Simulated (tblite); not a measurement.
# F3H2OP: the cost of one run

Programs: tblite 0.8.0 and PySCF 2.14.0. All values are calculated, for the isolated system unless a continuum is named. Atoms count from 0, parts from 1.

## 1. The system as given

7 atoms, charge 0, multiplicity 1; geometry: rigid parts in contact. Parts: 1 = atoms 0–3, `FP(F)F`, charge 0; 2 = atoms 4–6, `O`, charge 0.

## 2. Bringing the parts together with GFN2-xTB

Job settings and geometry (Å):

```
{"job": {"kind": "dock", "xc": "GFN2-xTB", "basis": "xTB"}, "charge": 0, "multiplicity": 1, "parts": [{"atoms": "0-3", "charge": 0, "multiplicity": 1}, {"atoms": "4-6", "charge": 0, "multiplicity": 1}]}
F      1.221862    -0.567306    -0.224120
P      0.004622    -0.001230     0.642485
F     -1.105077    -0.775398    -0.207603
F     -0.121407     1.343934    -0.210762
O      1.801006     2.093936     0.931619
H      2.324596     2.715361     1.441181
H      2.345105     1.797708     0.199329
```

Level: GFN2-xTB search for minima from random contacts, gas phase.

Launch:

```sh
$ OMP_NUM_THREADS=1 python cluster_run.py task.json out
```

The driver reads the jobs from task.json and runs them one after another.

**Question.** How long does this first job take on 1 thread of Arm Neoverse V1, shared host?

About 4 s.
